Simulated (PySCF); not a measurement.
## F₂⁻: everyday levels beside a composite calculation

PySCF; the state is a doublet (σ ↑). The composite is CCSD(T) extrapolated to the basis-set limit from two correlation-consistent sets, with core-valence (CV) and scalar-relativistic (SR) terms as its label shows; it has no spin–orbit coupling and nothing beyond (T). Here it is CCSD(T)/CBS(DT)+CV+SR. It gives Re = 1.922 Å, ωe = 447 cm⁻¹ and De = 1.23 eV to F + F⁻.

```tsv
level	basis	relativity	Re (Å)	ωe (cm⁻¹)	De (eV)
UHF-MP2	def2-TZVPPD	no relativity	1.905	470	1.08
UHF-CCSD	aug-pcseg-1	no relativity	1.938	464	1.19
LDA	aug-pcseg-1	no relativity	1.964	397	2.62
revPBE	aug-pcseg-1	no relativity	2.101	284	2.07
PW91	def2-TZVPPD	no relativity	2.058	302	2.14
BLYP	def2-TZVPPD	no relativity	2.095	281	2.09
r²SCANh	aug-pcseg-1	no relativity	1.988	386	1.80
PBE0	aug-cc-pVDZ-DK	spin-free X2C	1.981	386	1.67
PBE0	aug-pcseg-1	no relativity	1.979	396	1.71
MN15	def2-TZVPPD	no relativity	1.980	381	1.50
```

Question: Give the difference of each row from the composite.

Answer: 

| level | basis | ΔRe (pm) | Δωe (%) | ΔDe (eV) |
| --- | --- | --- | --- | --- |
| UHF-MP2 | def2-TZVPPD | -1.7 | +5.1 | -0.15 |
| UHF-CCSD | aug-pcseg-1 | +1.6 | +3.8 | -0.04 |
| LDA | aug-pcseg-1 | +4.2 | -11.2 | +1.39 |
| revPBE | aug-pcseg-1 | +17.9 | -36.5 | +0.84 |
| PW91 | def2-TZVPPD | +13.6 | -32.4 | +0.91 |
| BLYP | def2-TZVPPD | +17.3 | -37.1 | +0.86 |
| r²SCANh | aug-pcseg-1 | +6.6 | -13.6 | +0.57 |
| PBE0 | aug-cc-pVDZ-DK | +5.9 | -13.6 | +0.44 |
| PBE0 | aug-pcseg-1 | +5.7 | -11.4 | +0.48 |
| MN15 | def2-TZVPPD | +5.8 | -14.8 | +0.27 |

Question: Which rows come closest in De?

Answer: UHF-CCSD in aug-pcseg-1 (-0.04 eV), counted from the composite.

Correlated steps freeze 2 core orbitals. Correlated levels converge slowly with the basis: in double zeta they bind strong bonds too weakly, by up to about 1 eV, and carry superposition errors of some tenths. The state was picked by a PBE0 search and need not be the measured ground state.
